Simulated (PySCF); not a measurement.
Stepwise substitution at one centre (C NH2-H). All species are isolated molecules in the gas phase. One relaxed conformer stands for each flexible species; it need not be the lowest. Strings in code marks are SMILES.

Quantity: vertical ionisation energy (energy after one electron is removed minus that of the parent at the parent's geometry), in eV.

Case: `CN`. Geometry of `CN` (neutral, multiplicity 1, Å):

```xyz
7

C     -0.5706     0.0071     0.0181
N      0.8489     0.2638    -0.2173
H     -1.0170     0.8789     0.5014
H     -1.0752    -0.1226    -0.9418
H     -0.7944    -0.8741     0.6385
H      1.2773    -0.5388    -0.6655
H      1.3309     0.3856     0.6667
```

Question: What vertical ionisation energy (energy after one electron is removed minus that of the parent at the parent's geometry) does r2SCAN-D4/def2-TZVP (PySCF) give?

Answer: 9.45 eV.
